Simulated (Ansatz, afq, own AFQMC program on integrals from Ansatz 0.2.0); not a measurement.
Two steps: Ansatz 0.2.0 writes the Fock matrix and Cholesky factors of the valence space, and afq projects on them the lowest state that overlaps trial and start.

```yaml
crystal:
  periodic: [false, false, false]
  atoms:
    - {symbol: Si, position_ang: [0.013154, -0.113230, 0.670316]}
    - {symbol: N, position_ang: [-0.094400, 0.162693, -1.312693]}
    - {symbol: H, position_ang: [0.269328, 1.173428, 1.387170]}
    - {symbol: H, position_ang: [0.675965, -0.279201, -1.823360]}
basis:
  gaussian: {orbitals: cc-pVDZ}
magnetization: {spin_polarized: true, initial_magnetization: 3}
correlation: {method: ccsd_t, electrons: outside_noble_gas, hamiltonian_folder: ham}
```

```sh
$ ansatz run in.yaml --threads 1 --pin off --events-out ev --progress --plain --max-ram 1382MiB
```

Options of the walk:

```
--method phaseless --trial hf --walkers 120 --populations 1 --least-time 40 --time-step 0.005 --steps-per-block 20 --equilibration-blocks 112 --max-blocks 600 --target-error 0.0012000 --factor-cut 1e-05 --start spin_pure --seed 1402 --taylor-order 6
```

Times are imaginary, in 1/Eh. The walk had a cap of 1161 s.

```
orbitals 36  electrons 7 4  factors 270 of 408
reference energy -344.41797085 Eh
CCSD correlation -0.23087470 Eh in 17 cycles, weight of the determinant in the CISD state 0.8841
energy of the start -344.419072 Eh
 block  time / (1/Eh)  mean weight  energy / Eh
     1     0.100  1.0016  -344.469363
     2     0.200  1.0008  -344.513281
     3     0.300  1.0027  -344.547048
     4     0.400  1.0009  -344.572111
     5     0.500  1.0022  -344.586500
    10     1.000  0.9996  -344.610182
    86     8.600  0.9988  -344.693196
   171    17.100  1.0003  -344.666530
   256    25.600  0.9996  -344.671370
   341    34.100  0.9999  -344.642282
   426    42.600  0.9985  -344.637494
   511    51.100  1.0012  -344.692316
   528    52.800  0.9992  -344.704923
   596    59.600  1.0015  -344.658565
   613    61.300  1.0012  -344.626191
   681    68.100  0.9990  -344.675790
   698    69.800  0.9995  -344.659088
blocks merged  error / Eh  count
     1  0.000768  600
     2  0.001023  300
     4  0.001331  150
     8  0.001634  75
    16  0.001952  37
    32  0.002148  18
    64  0.002423  9
energy -344.657711 +/- 0.002148 Eh
(rows thinned)
```

**Question.** Estimate how long the walk took on 1 thread of Arm Neoverse V1 (shared host).

**Answer.** 5.2 min of wall time.

The run passed its tests (sampling time, drift between the halves within three errors, error under three times the target), which doesn't prove that it has relaxed. The second half of the sampling lies below the first by 2.2 errors of their difference, so the energy may still be moving and its error bar be too small.

Against this walk (error 58.5 meV) on the same determinant: CCSD(T) 64.5 meV higher (within the noise), CCSDT(Q) 14.1 meV higher (within the noise), a separate phaseless walk with a CISD trial and standard settings 50.8 ± 59.3 meV higher (within the noise). The error is statistical and leaves out the bias of the constraint.

Cautions: constraint bias not in the error; error above the target (58.5 against 32.7 meV); lower spins were not checked.

CCSDT and higher add their correlation energy to the determinant of the CCSD(T) run, since their own runs factorise the integrals more tightly (a shift of under 2 meV).
